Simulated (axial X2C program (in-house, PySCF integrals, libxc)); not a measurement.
## Nuclear properties of SiS

Computed with an in-house all-electron X2C program for linear molecules (integrals from PySCF): two-component X2C with atomic mean-field Coulomb and Gaunt terms, Gaussian nuclei, basis S dyall-av3z, Si dyall-v3z with contracted cores.

R = 1.939 Å (near the PBE0 minimum at charge 0 of the determinant lowest at the starting distance; the state shown can have its own minimum elsewhere).

Input and command:
```json
{"zs": [16, 14], "q": 0, "bas": ["dyall-av3z", "dyall-v3z"], "r0": 2.01, "levels": ["PBE0", "HF", "BHandHLYP", "PBE", "PBE50"], "nst": 3}
```
```bash
python soeom.py task.json out
```

Keys: zs atomic numbers; q charge; bas basis sets; r0 starting distance in Å; levels methods; nst determinants followed.

Determinant lowest in the PBE0 search, Ω = 0 (closed shell), highest spinor 39% Si p, 35% S p, 17% Si s:

```json
{"level": "PBE0", "qzz S (a.u.)": "-0.60", "qzz Si (a.u.)": "-1.81", "μ (D)": "1.78"}
{"level": "HF", "qzz S (a.u.)": "-0.55", "qzz Si (a.u.)": "-2.11", "μ (D)": "2.34"}
{"level": "BHandHLYP", "qzz S (a.u.)": "-0.59", "qzz Si (a.u.)": "-1.95", "μ (D)": "2.07"}
{"level": "PBE", "qzz S (a.u.)": "-0.63", "qzz Si (a.u.)": "-1.70", "μ (D)": "1.56"}
{"level": "PBE50", "qzz S (a.u.)": "-0.57", "qzz Si (a.u.)": "-1.91", "μ (D)": "1.98"}
```

qzz is the electric field gradient, eQq0 = 234.96 MHz × Q/barn × qzz; μ is positive if the Si end (last atom) is positive. The operators were transformed with the bare-nucleus X2C matrices; with these basis sets, hyperfine constants and field gradients can be off by tens of per cent, and where levels differ in sign neither size nor sign is settled.

With Q(33S) = -0.0694 barn (Q from Pyykkö, Mol. Phys. 2018), turn the PBE0 values of the first state into constants in MHz.

eQq0(33S) = 234.96 × (-0.0694) × (-0.60) = 9.78 MHz.

Each state is one determinant with collinear spin. The search compared states at one distance, so a state with another bond length can lie lower.
